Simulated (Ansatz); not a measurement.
## How far each method lies from RCCSDT(Q) for HO–N–Si, triplet

Geometry: that of the HO–N–Si, singlet, kept fixed.

```tsv
atom	x (Å)	y (Å)	z (Å)
O	0.0000	-0.2872	0.9608
N	0.0000	-0.1547	-0.3644
Si	0.0000	-0.1669	-1.9186
H	0.0000	0.6087	1.3221
```

Basis cc-pVTZ; Ansatz 0.2.0. Only valence electrons are correlated (noble-gas cores frozen), which leaves 16 electrons in 101 orbitals. R marks a restricted (for open shells ROHF) determinant, U an unrestricted one.

Full CI isn't at hand for all of this; RCCSDT(Q) serves as the reference, and is uncertain by about the last step of the cluster series. The frozen core follows each run's orbitals, which can shift R against U totals by a few meV.

The largest doubles amplitude grows up the series, to 0.21: the determinant mixes near-degenerate terms, and the last step may understate the doubt.

```
UHF ⟨S²⟩                          : 2.048
T1 diagnostic (RCCSD)             : 0.0321
largest doubles amplitude (RCCSD) : 0.084
T1 diagnostic (UCCSD)             : 0.0284
```

```json
{"level": "UHF", "E − E(RHF) (eV)": "-0.3299"}
{"level": "RMP2", "E − E(RHF) (eV)": "-13.5297"}
{"level": "UMP2", "E − E(RHF) (eV)": "-13.4697"}
{"level": "RCCSD", "E − E(RHF) (eV)": "-14.2521"}
{"level": "UCCSD", "E − E(RHF) (eV)": "-14.2617"}
{"level": "RCCSD(T)", "E − E(RHF) (eV)": "-14.8620"}
{"level": "UCCSD(T)", "E − E(RHF) (eV)": "-14.8588"}
```

Task: Estimate how far RCCSDT(Q) in cc-pVTZ lies from RCCSD(T). The table doesn't fix it; the size of (T) and the diagnostics are the guide.

Result: RCCSDT(Q) in cc-pVTZ lies 10.6 kJ/mol below RCCSD(T), which is 18 % of the (T) step (-58.9 kJ/mol). T1 is raised, but (T) still catches most of what CCSD lacks. The miss exceeds 1 kcal/mol.

The other levels:

```json
{"level": "BCCD(T)", "E − E(RCCSDT(Q)) (kJ/mol)": "10.3", "share of correlation (%)": "99.29", "wall time": "10 s (H100)"}
{"level": "RCCSDT", "E − E(RCCSDT(Q)) (kJ/mol)": "5.0", "share of correlation (%)": "99.65", "wall time": "–"}
{"level": "UCCSDT", "E − E(RCCSDT(Q)) (kJ/mol)": "5.0", "share of correlation (%)": "99.65", "wall time": "–"}
{"level": "UCCSDT(Q)", "E − E(RCCSDT(Q)) (kJ/mol)": "-0.3", "share of correlation (%)": "100.02", "wall time": "2.5 min (H100)"}
```

The correlation energy at RCCSDT(Q), counted from RHF, is -14.972 eV. That run took 3.4 min on 2 threads of AMD EPYC 7R13 with a shared H100 80 GB, shared host.

Times hold each run's SCF and search for its determinant on a shared host, so for small cases they say little of a method's own cost. Some runs computed forces too.
